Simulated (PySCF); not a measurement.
C2H6O, SMILES O(C)C. Atoms are numbered in the order given.

```xyz
9

C      1.1601     0.0000    -0.1937
O      0.0000     0.0000     0.5882
C     -1.1601     0.0000    -0.1937
H      1.2140     0.8907    -0.8363
H      1.2140    -0.8907    -0.8363
H      2.0155     0.0000     0.4822
H     -1.2140     0.8907    -0.8363
H     -2.0155     0.0000     0.4822
H     -1.2140    -0.8907    -0.8363
```
Charge 0, spin multiplicity 1.

The structure is a stationary point at PBE0-D3(BJ)/def2-TZVP.

Calculation: PBE/pcJ-1 (PySCF).

Isotropic couplings with Fermi-contact, spin-dipole and both spin-orbit terms, one fixed conformer, no vibrational averaging. Isotopes: 13C, 1H.

Task: Estimate the spin–spin coupling constants. (The exact figures need the calculation; the answer reports its results.)

Result: 
| pair | bonds apart | J (Hz) |
|---|---|---|
| C1–H4 | 1 | 128.6 |
| C1–H5 | 1 | 128.6 |
| C1–H6 | 1 | 136.4 |
| C3–H7 | 1 | 128.6 |
| C3–H8 | 1 | 136.4 |
| C3–H9 | 1 | 128.6 |
| C1–C3 | 2 | -2.1 |
| H4–H5 | 2 | -7.4 |
| H4–H6 | 2 | -10.2 |
| H5–H6 | 2 | -10.2 |
| H7–H8 | 2 | -10.2 |
| H7–H9 | 2 | -7.4 |
| H8–H9 | 2 | -10.2 |
| C1–H7 | 3 | 2.7 |
| C1–H8 | 3 | 14.1 |
| C1–H9 | 3 | 2.7 |
| C3–H4 | 3 | 2.6 |
| C3–H5 | 3 | 2.6 |
| C3–H6 | 3 | 14.1 |
| H4–H7 | 4 | 0.5 |
| H4–H8 | 4 | -0.6 |
| H4–H9 | 4 | 0.9 |
| H5–H7 | 4 | 0.9 |
| H5–H8 | 4 | -0.6 |
| H5–H9 | 4 | 0.5 |
| H6–H7 | 4 | -0.6 |
| H6–H8 | 4 | 1.5 |
| H6–H9 | 4 | -0.6 |
